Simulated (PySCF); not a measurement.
# CH6BN (SMILES CBN) at 5 levels

We compute a comparison of 5 runs (HF/def2-SVP, B3LYP/6-31G*, MP2/6-31G*, MP2/def2-TZVP) of CH6BN. The job is set up through a Python script.

The results are computed with PySCF 2.14.0.

**1. Starting point**

CH6BN: 9 atoms, total charge 0, spin state singlet. SMILES: `CBN`. The shape is that of a PBE0-D4/def2-TZVP optimisation.

Bond lengths: C1–B2 1.568 Å, B2–N3 1.392 Å, C1–H4 1.096 Å, C1–H5 1.095 Å, C1–H6 1.094 Å, B2–H7 1.202 Å, N3–H8 1.005 Å, N3–H9 1.007 Å. Some angles: C1–B2–N3 122.0°, C1–B2–H7 121.0°, N3–B2–H7 117.0°, B2–C1–H4 110.3°, B2–C1–H5 110.4°, B2–C1–H6 114.3°, B2–N3–H8 123.2°, B2–N3–H9 123.1°, H4–C1–H5 105.5°, H4–C1–H6 108.0°.

**2. Energy and forces at HF/def2-SVP (run 1)**

File input.py:

```python
from pyscf import gto, scf

mol = gto.M(
    atom=[
    ('C', (-0.665300, 0.757700, -0.590300)),
    ('B', (0.459400, -0.282900, -0.256200)),
    ('N', (0.592800, -0.842800, 1.010700)),
    ('H', (-1.291900, 0.390800, -1.410600)),
    ('H', (-0.224600, 1.692200, -0.954300)),
    ('H', (-1.319900, 0.998900, 0.252300)),
    ('H', (1.248800, -0.632800, -1.092800)),
    ('H', (1.306200, -1.511000, 1.244900)),
    ('H', (-0.016800, -0.616400, 1.779200)),
],
    basis='def2-svp',
    max_memory=1860,
    verbose=4,
    charge=0,
)

calc0 = scf.RHF(mol)
calc0.conv_tol = 1e-10
calc0.kernel()
if not calc0.converged:
    calc0 = calc0.newton().run(calc0.mo_coeff, calc0.mo_occ)

e_final = calc0.e_tot
print('E = %.10f Eh' % e_final)
grad = calc0.nuc_grad_method().kernel()
dip = calc0.dip_moment()
pop, q = calc0.mulliken_pop()
```

Started as:

```bash
$ OMP_NUM_THREADS=1 python input.py
```

What it wrote:

```text
PySCF version 2.14.0

[... 63 lines left out ...]
converged SCF energy = -120.458002268546
[... 12 lines left out ...]
Dipole moment(X, Y, Z, Debye): -0.04050, -0.50035,  1.49779
[... 82 lines left out ...]
charge of    8H =      0.13524
```

Run time: 5.4 s. Hardware: 1 thread of Intel Xeon at 2.70GHz, shared host; peak memory 0.14 GiB.

**3. Energy and forces at B3LYP/6-31G(d) (spherical functions) (run 2)**

File start.xyz:

```xyz
9
CH6BN
C     -0.665300     0.757700    -0.590300
B      0.459400    -0.282900    -0.256200
N      0.592800    -0.842800     1.010700
H     -1.291900     0.390800    -1.410600
H     -0.224600     1.692200    -0.954300
H     -1.319900     0.998900     0.252300
H      1.248800    -0.632800    -1.092800
H      1.306200    -1.511000     1.244900
H     -0.016800    -0.616400     1.779200
```

File calc.py:

```python
import pyscf.grad
from pyscf import gto, dft

mol = gto.M(
    atom='start.xyz',
    basis='6-31g*',
    max_memory=1860,
    verbose=4,
    spin=0,
    charge=0,
)

mf = dft.RKS(mol)
mf.xc = 'b3lyp'
mf.conv_tol = 1e-10
mf.grids.level = 5
mf.kernel()
if not mf.converged:
    mf = mf.newton().run(mf.mo_coeff, mf.mo_occ)

e_tot = mf.e_tot
print('E = %.10f Eh' % e_tot)
grad = mf.Gradients().kernel()
mf.analyze()
```

Started as:

```bash
$ OMP_NUM_THREADS=1 python calc.py
```

What it wrote:

```text
PySCF version 2.14.0

[... 94 lines left out ...]
Two-electron Coulomb Energy =          126.338378131337237
[... 12 lines left out ...]
MO #10  energy= -0.347193841044474 occ= 2
[... 10 lines left out ...]
MO #21  energy= 0.319489206018433  occ= 0
[... 10 lines left out ...]
MO #32  energy= 0.888076200519833  occ= 0
[... 10 lines left out ...]
MO #43  energy= 1.6777234195062    occ= 0
[... 10 lines left out ...]
MO #54  energy= 2.70773570445488   occ= 0
[... 66 lines left out ...]
Dipole moment(X, Y, Z, Debye): -0.05142, -0.53816,  1.62828
```

It took 14 s on 1 thread of Intel Xeon at 2.70GHz, shared host; peak memory 0.56 GiB.

Runs 3 to 4 aren't shown in full; the table further down has their settings and results.

**4. Energy and gradient at MP2/def2-TZVP (run 5)**

File calc.py:

```python
from pyscf import gto, mp

mol = gto.M(
    atom='''
C   -0.665300   0.757700  -0.590300
B    0.459400  -0.282900  -0.256200
N    0.592800  -0.842800   1.010700
H   -1.291900   0.390800  -1.410600
H   -0.224600   1.692200  -0.954300
H   -1.319900   0.998900   0.252300
H    1.248800  -0.632800  -1.092800
H    1.306200  -1.511000   1.244900
H   -0.016800  -0.616400   1.779200
''',
    charge=0,
    verbose=3,
    basis='def2-tzvp',
    max_memory=1860,
)

myscf = mol.RHF()
myscf.conv_tol = 1e-10
myscf.kernel()
if not myscf.converged:
    myscf = myscf.newton().run(myscf.mo_coeff, myscf.mo_occ)

pt = mp.MP2(myscf, frozen=3).run()
e_tot = pt.e_tot
print('E(%s) = %.9f' % ('MP2', e_tot))
grad = pt.nuc_grad_method().kernel()
dip = myscf.dip_moment()
pop, q = myscf.mulliken_pop()
```

Started as:

```bash
$ OMP_NUM_THREADS=1 python calc.py
```

What it wrote:

```text
converged SCF energy = -120.591804198639
[... 11 lines left out ...]
Dipole moment(X, Y, Z, Debye): -0.05650, -0.43036,  1.33861
[... 139 lines left out ...]
charge of    8H =      0.24496
```

Wall time 41 s (1 thread of Intel Xeon at 2.70GHz, shared host); peak memory 1.8 GiB.

**5. Overview of the runs**

| run | level | integration grid | Cartesian functions | energy (Eh) | dipole moment (D) of the reference | HOMO energy (eV) | LUMO energy (eV) | wall time |
| --- | --- | --- | --- | --- | --- | --- | --- | --- |
| 1 | HF/def2-SVP | – | no | -120.458002 | 1.58 | -11.63 | 4.84 | 5.4 s |
| 2 | B3LYP/6-31G* (spherical functions) | 5 | no | -121.366352 | 1.72 | -7.66 | 1.21 | 14 s |
| 3 | B3LYP/6-31G* (Cartesian functions) | 5 | yes | -121.368520 | 1.71 | -7.66 | 1.21 | 14 s |
| 4 | MP2/6-31G* (spherical functions) | – | no | -120.906155 | 1.54 | -11.49 | 5.30 | 3.9 s |
| 5 | MP2/def2-TZVP | – | no | -121.076232 | 1.41 | -11.67 | 3.35 | 41 s |

**6. What came out**

```
                                          quantity          value
                               run 5: total energy  -121.07623 Eh
       run 5: dipole moment (Hartree–Fock density)         1.41 D
        run 5: HOMO energy (Hartree–Fock orbitals)      -11.67 eV
        run 5: LUMO energy (Hartree–Fock orbitals)        3.35 eV
      run 5: HOMO–LUMO gap (Hartree–Fock orbitals)       15.01 eV
run 5: correlation energy (3 core orbitals frozen)     -484.4 mEh
                   run 5: largest force on an atom     0.305 eV/Å
```

What this shows: Over runs 1, 2, 3 the dipole moment (its size) runs from 1.58 D (HF/def2-SVP) to 1.72 D (B3LYP/6-31G*). The two ends differ in method and basis. Over runs 1, 2, 3 the HOMO–LUMO gap runs from 8.88 eV (B3LYP/6-31G*) to 16.47 eV (HF/def2-SVP). All runs together took 78 s, the longest 41 s.
